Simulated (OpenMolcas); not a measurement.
**How methods differ on SiCl2 (SMILES Cl[Si]Cl)**

SiCl2: 3 atoms, total charge 0, spin state singlet. SMILES: `Cl[Si]Cl`. The shape is that of a PBE0-D4/def2-TZVP optimisation.

```xyz
3

Cl    0.2938    1.6038    0.3380
Si   -0.7701   -0.0104   -0.4220
Cl    0.4763   -1.5934    0.0840
```

Each level gives the dipole moment (D). The values are calculated.

| level | kind | program | value (D) | CPU time |
| --- | --- | --- | --- | --- |
| HF/cc-pVTZ | Hartree–Fock | OpenMolcas | 1.08 | 16 s |
| PBE/cc-pVTZ | GGA | OpenMolcas | 0.77 | 28 s |
| revPBE/cc-pVTZ | GGA | OpenMolcas | 0.74 | 28 s |
| M06-L/cc-pVTZ | meta-GGA | OpenMolcas | 0.85 | 34 s |
| TPSS/cc-pVTZ | meta-GGA | OpenMolcas | 0.76 | 33 s |
| BHLYP/cc-pVTZ | global hybrid | OpenMolcas | 1.09 | 24 s |
| M06-2X/cc-pVTZ | hybrid meta-GGA | OpenMolcas | 1.14 | 31 s |
| PBE0/cc-pVTZ | global hybrid | OpenMolcas | 0.89 | 26 s |

The values span 0.74 to 1.14 D. Magnitudes only: a small dipole may point the other way at some levels. Times are those of the runs behind each value, whatever else they computed, on shared processors of several kinds: orders of magnitude only.
